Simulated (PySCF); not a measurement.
Compound: N2O.
SMILES with atom numbers: `[N:1]#[N+:2][O-:3]`

The same species was optimised twice, with GFN2-xTB and with PBE0-D3(BJ)/def2-SVP (PySCF), and the same property calculations (PySCF, gas phase) were run on both structures.

```csv
coordinate,GFN2-xTB,PBE0-D3(BJ)/def2-SVP,change
N2–O3 (Å),1.150,1.173,+0.023
N1≡N2 (Å),1.106,1.126,+0.020
N1–N2–O3 (°),180.0,180.0,0.0
```

Rotational constants: B = 13266 MHz (linear) (GFN2-xTB) against B = 12776 MHz (linear) (PBE0-D3(BJ)/def2-SVP). Point groups within 0.08 Å: C∞v and C∞v.

On the GFN2-xTB structure: HOMO (eV) -9.82 [PBE0/pcSseg-1]; LUMO (eV) 0.14 [PBE0/pcSseg-1]; dipole (D) 0.02 [PBE0/pcSseg-1]; GIAO shielding of N1 (ppm) 106.0 [PBE0/pcSseg-1]; GIAO shielding of N2 (ppm) 11.7 [PBE0/pcSseg-1]; GIAO shielding of O3 (ppm) 205.6 [PBE0/pcSseg-1].

Question: What do these properties become on the PBE0-D3(BJ)/def2-SVP structure?

Answer: 
```
                                    property          level  on GFN2-xTB  on PBE0-D3(BJ)/def2-SVP  change
                                   HOMO (eV)  PBE0/pcSseg-1        -9.82                    -9.82    0.00
                                   LUMO (eV)  PBE0/pcSseg-1         0.14                    -0.25   -0.39
                                  dipole (D)  PBE0/pcSseg-1         0.02                     0.05   +0.03
energy, GFN2-xTB geometry as zero (kcal/mol)  PBE0/pcSseg-1          0.0                     -1.5    -1.5
                  GIAO shielding of N1 (ppm)  PBE0/pcSseg-1        106.0                     88.7   -17.3
                  GIAO shielding of N2 (ppm)  PBE0/pcSseg-1         11.7                      1.0   -10.7
                  GIAO shielding of O3 (ppm)  PBE0/pcSseg-1        205.6                    175.9   -29.7
```

The heavy atoms differ by 0.017 Å rms after alignment. Among all bonds N2–O3 changes most (+0.023 Å). Changes are differences of the printed values. Neither structure is proved a minimum here.
